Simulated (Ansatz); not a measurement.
## Relative stability

Two relaxed structures of CH$_{6}$NSi (charge +1), closed shell (PBE0-D4/def2-TZVP; forces vanish, vibrations not checked).

A:

```
9
angstrom
C 0.1707 0.4998 0.2362
N -0.3601 0.3921 -1.1309
Si 0.3721 -0.7933 1.3382
H -0.6083 -0.5692 -1.3722
H -1.2050 0.9586 -1.2567
H 0.3202 0.7086 -1.8292
H 0.4315 1.5214 0.4842
H -0.0028 -2.1623 0.9380
H 0.9186 -0.5117 2.6712
```

B:

C1  (-0.363, 0.378, -1.132)
N2  (0.162, 0.455, 0.234)
Si3  (0.365, -0.764, 1.307)
H4  (-0.622, -0.652, -1.375)
H5  (-1.255, 0.999, -1.217)
H6  (0.392, 0.730, -1.836)
H7  (0.424, 1.395, 0.516)
H8  (-0.017, -2.115, 0.879)
H9  (0.915, -0.425, 2.625)
(Å)

Computed with Ansatz 0.2.0 (basis: def2-TZVPP); correlated methods freeze the cores. B3LYP uses VWN-RPA correlation.

(1) Which structure is lower at CCSD(T), and by how much? (To be estimated.)

No T1 diagnostic of these runs exceeds 0.016.

Answers

(1) The calculation gives: B, by 25.96 kcal/mol (electronic energy, against the other). By their contacts, A is CH₆NSi ([NH3][CH][SiH2]), total charge +1 and B is CH₆NSi ([CH3][NH][SiH2]), total charge +1.

All methods give the same order:

```csv
method,E(B) − E(A) (kcal/mol)
PBE-D4,-23.95
r2SCAN-D4,-25.73
PBE0-D4,-24.75
B3LYP-D4,-26.96
wB97M-V,-26.31
HF,-30.95
MP2,-27.42
CCSD,-26.78
CCSD(T),-25.96
```

Labels in which every atom is bracketed show which atoms are joined, not bond orders.

For scale, one of the runs: CCSD(T)/def2-TZVPP, 188 basis functions, launched by `ansatz run in.yaml --threads 2 --pin off --events-out ev --progress --plain --max-ram 4352MiB`. The run took 31 s on 2 CPU threads of an Arm Neoverse V1 (shared host), with 1.9 GiB of host memory at its peak.
